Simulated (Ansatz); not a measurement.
Tetradymite Bi2Te3 was calculated with PBE+SOC (Ansatz, a program for electronic structure, plane waves, PAW).

Numerical settings: plane-wave cutoff 520 eV, 10×10×10 k mesh, Fermi–Dirac smearing 0.01 eV, PAW data made under PBE.

The cell is scaled about its equilibrium volume:

Shape and atoms are relaxed at each volume.

| V (Å³/atom) | P (GPa) | direct gap at Γ (eV) | smallest gap on the k mesh (eV) | c (Å) |
|---|---|---|---|---|
| 34.469 | 1.23 | 0.677 | 0.060 | 30.351 |
| 35.187 | 0.54 | 0.640 | 0.087 | 30.659 |
| 35.905 | 0.00 | 0.594 | 0.122 | 31.030 |
| 36.623 | -0.36 | 0.479 | 0.096 | 31.495 |
| 37.341 | -0.52 | 0.332 | 0.038 | 32.105 |

The fundamental gap (0.12 eV at the equilibrium volume, with added k points) lies elsewhere than Γ–Γ.

Note: for a layered or molecular solid the relaxed cell lies over 5 % above the published volume, where the minimum can be shallow; the cell comes from a level without a dispersion term, which matters for the spacing of layers, chains or molecules; the bulk modulus comes from volumes at which shape and atoms were relaxed.
